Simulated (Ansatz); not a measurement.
Predict the output of the script below (the Ansatz DFT code, driven from Python).

`cn.xyz`
```text
2

C     0.48517   -0.15702    0.24988
N    -0.48517    0.15702   -0.24988
```

Script `basis.py`:
```python
import ansatz as az

mol = az.Crystal.molecule_from_extxyz("cn.xyz")

setup = (
    mol.calculation()
    .functional("B3LYP", dispersion="d4")
    .spin("collinear", total=1)
)

energies = {}
for basis in ["cc-pVDZ", "cc-pVTZ", "cc-pVQZ"]:
    rep = setup.basis(gaussian=basis).run(threads=1, backend="cpu").report
    size = rep["n_frozen"] + rep["n_occupied"][0] + rep["n_virtual"][0]
    energies[basis] = (rep["reference_energy_ev"] / 27.211386246, rep["free_energy_ev"] / 27.211386246)
    print(f"{basis:14s} {size:4d} orbitals  reference {energies[basis][0]:14.6f} Ha  total {energies[basis][1]:14.6f} Ha")

last = energies["cc-pVQZ"][1]
for basis, (_, total) in energies.items():
    print(f"{basis:14s} lies {27.211386 * (total - last):9.4f} eV above cc-pVQZ")
```

```console
$ python basis.py
cc-pVDZ          28 orbitals  reference     -92.716036 Ha  total     -92.716778 Ha
cc-pVTZ          60 orbitals  reference     -92.744215 Ha  total     -92.744957 Ha
cc-pVQZ         110 orbitals  reference     -92.751295 Ha  total     -92.752037 Ha
cc-pVDZ        lies    0.9594 eV above cc-pVQZ
cc-pVTZ        lies    0.1927 eV above cc-pVQZ
cc-pVQZ        lies    0.0000 eV above cc-pVQZ
```

Against cc-pVDZ: cc-pVTZ -28.2 mHa and cc-pVQZ -35.3 mHa. The last step alone is -7.08 mHa.

What to keep in mind:
- The drop along the ladder measures the basis error, and is no property of the molecule.
- The geometry is a force-field or estimated start, not a minimum of this method, and the last set is no limit. Much of the fall in a total is atomic energy, which cancels in bond and reaction energies.
- The run takes the species as open-shell (spin multiplicity 2), which needn't be its ground state.
- Total less reference energy is the dispersion correction.
- b3lyp holds the VWN-RPA fit, as in Gaussian; the form of ORCA and Turbomole is b3lyp5.
- The spin state was assumed, and another may lie lower.
- Wall time of the script: 2.6 s on 1 thread of Arm Neoverse V2, with other jobs on the host, peak memory 0.18 GiB.
